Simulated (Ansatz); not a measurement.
## Relaxing Bi3Os

Theory: DFT PBE, scalar-relativistic, plane waves, PAW (Ansatz 0.2.0). Cutoff 420 eV, Γ-centred k mesh, Gaussian smearing, no spin polarisation in the final step.

The start puts Bi3Os on the Cu3Au (L1_2) structure type (Pm-3m, No. 221), with Os in place of Au, Bi in place of Cu, at a guessed volume.

```
CELL_PARAMETERS angstrom
4.69070 0.00000 0.00000
0.00000 4.69070 0.00000
0.00000 0.00000 4.69070
ATOMIC_POSITIONS crystal
Bi 0.00000 0.50000 0.50000
Bi 0.50000 0.00000 0.50000
Bi 0.50000 0.50000 0.00000
Os 0.00000 0.00000 0.00000
```

Cell and atoms relax at zero pressure; the relaxation can't lower the symmetry of the start.

Formation energies are uncorrected and refer to the elements' standard structures at the same level.

Question: Describe the relaxed structure.

Answer: It keeps Pm-3m (No. 221). The result has the Cu3Au (L1_2) structure. Conventional cell: a = 4.672 Å. Bi has 4 Os at 3.30 Å and 8 Bi at 3.30 Å; Os is coordinated by 12 Bi at 3.30 Å.

Space group Pm-3m (No. 221). a = 4.672 Å, b = 4.672 Å, c = 4.672 Å, α = 90.00°, β = 90.00°, γ = 90.00°
| atom | site | symmetry | x | y | z |
| --- | --- | --- | --- | --- | --- |
| Bi | 3c | 4/mm.m | 0.0000 | 0.5000 | 0.5000 |
| Os | 1a | m-3m | 0.0000 | 0.0000 | 0.0000 |

Question: What are its volume, energy, density and gap?

Answer: The volume per atom is 25.50 Å³. The density is 13.31 g/cm³, the energy over the elements is 0.94 eV/atom and the gap on the 10×10×10 mesh is 0 eV (a metal).

The final run used a 10×10×10 mesh on its 4-atom cell and 0.10 eV smearing. The k mesh leaves about 4 meV/atom of noise in metals. Spin–orbit coupling is left out. A structure relaxed within its symmetry needn't be a true minimum.

Cost: 2 runs of about 1.7 core-minutes in all, on Intel Xeon Processor @ 2.70GHz (shared hosts).